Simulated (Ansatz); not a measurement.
# BS+ (triplet): from Hartree-Fock to the top rungs, def2-QZVPP

An exercise on one series of results from a longer session: the logs are not shown, and one member is left open.

Method: def2-QZVPP, core rule «outside noble gas», up to 6 orbitals frozen; program: Ansatz 0.2.0, Gaussian basis.

To be run: UHF; ROHF; CCSD(T) on UHF.

### What is computed

The geometry is a PBE0/def2-TZVP stationary point (not a proven minimum) of the parent state, kept for this charge and spin.

2 atoms, charge 1, spin multiplicity 3.

Atoms are counted from 1 here; the program's logs count them from 0.

Bond lengths: B1–S2 1.790 Å.

Set-up of the first run:

Input file in.yaml:

```yaml
crystal:
  periodic: [false, false, false]
  atoms:
    - {symbol: B, position_ang: [0.000000, 0.000000, 0.000000]}
    - {symbol: S, position_ang: [0.000000, 0.000000, 1.789500]}
basis:
  gaussian: {orbitals: "def2-QZVPP.json"}
total_charge: 1
magnetization: {spin_polarized: true, initial_magnetization: 2}
hamiltonian: {xc: hf}
output: {orbitals: {seedname: orbitals}}
```

The run is started by

```bash
ansatz run in.yaml --threads 1 --pin off --events-out ev --progress --plain --max-ram 2393MiB
```

Steps of the session up to this table: UHF; ROHF; CCSD(T) on UHF.

One table of the session follows, with a row left open; its other results are not shown here.

```
  method  from UCCSD(T) (meV)
    ROHF              +6462.9
     UHF              +6305.0
    UMP2                    ?
   UCCSD               +357.2
UCCSD(T)                    0
```

Q: Estimate the row for UMP2 from the others.

**Answer.** from UCCSD(T) (meV): +1054.8. In the column «from UCCSD(T) (meV)» it lies between UCCSD (+357.2) and UHF (+6305.0).
